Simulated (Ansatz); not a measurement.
We consider hcp Y, described by LDA in Ansatz (plane waves, PAW).

Run with plane-wave cutoff 520 eV, 24×24×12 k mesh (along the axes of the cell as run), Fermi–Dirac smearing 0.028 eV (set by the program), scalar-relativistic PAW data made under PBE.

Computed at the level's own relaxed cell.

Hill averages of the elastic tensor: K = 43.7 GPa, G = 26.1 GPa. Volume 29.933 Å³/atom, mean atomic mass 88.906 u.

Task: Work out the density, the sound velocities of a polycrystal and the elastic Debye temperature, and Pugh's ratio at this level.

Result: ρ = 1.66054 × 88.906/29.933 = 4.932 g/cm³. v_l = √[(K + 4G/3)/ρ] = 3.990 km/s and v_t = √(G/ρ) = 2.300 km/s. The mean follows from 3/v_m³ = 1/v_l³ + 2/v_t³: v_m = 2.554 km/s. Θ_D = (ħ/k_B) v_m (6π²/V)^(1/3) = 76.38 K Å s/km × 2.554 × 1.2554 Å⁻¹ = 245 K, counting all atoms of the cell. K/G = 1.67, to be set beside Pugh's rough bound of 1.75 between brittle and ductile metals.

Ansatz is an electronic-structure program.
